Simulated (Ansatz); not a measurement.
Relaxation of AlH6NO (9 atoms, charge 0, multiplicity 1), to a largest force component of 0.03 eV/Å in at most 50 steps.

The calculation used RKS PBE-D4/cc-pVDZ (Ansatz).

```xyz
9
Properties=species:S:1:pos:R:3
Al 0.128 0.508 -0.350
O -0.162 -0.186 2.517
H -1.133 -0.301 2.550
H 1.536 -0.167 -0.681
H -1.320 -0.011 -0.800
N 0.152 2.168 0.549
H 1.016 2.710 0.661
H -0.643 2.815 0.504
H -0.077 0.788 2.318
```

Problem. Where does it end, and by what steps?

Solution. It converged. After 12 steps the energy has fallen by 0.570 eV; O2 moved furthest, 0.54 Å. Joined: Al1–O2 (2.96 → 2.04 Å).

```csv
step,energy less start (eV),largest force component (eV/Å),accepted
0,0.0000,0.932,yes
1,-0.1831,0.765,yes
2,-0.3997,1.200,yes
3,-0.4996,0.908,yes
4,-0.5119,0.641,yes
5,-0.5578,0.253,yes
6,-0.5646,0.122,yes
7,-0.5671,0.186,yes
8,-0.5691,0.088,yes
9,-0.5697,0.161,yes
10,-0.5697,0.169,yes
11,-0.5695,0.073,no
12,-0.5705,0.012,yes
```

```xyz
9
Properties=species:S:1:pos:R:3
Al 0.065 0.365 0.013
O -0.091 -0.039 2.003
H -0.976 -0.326 2.308
H 1.467 -0.243 -0.472
H -1.366 -0.024 -0.617
N 0.121 2.122 0.764
H 1.000 2.658 0.741
H -0.632 2.786 0.542
H -0.090 1.025 1.986
```

Whether the end is a true minimum wasn't checked by a vibrational analysis.

Time of the run: 34 s on 1 thread of AMD EPYC 7R43 64-Core Processor (Zen 3), on a shared host, peak memory 0.14 GiB.
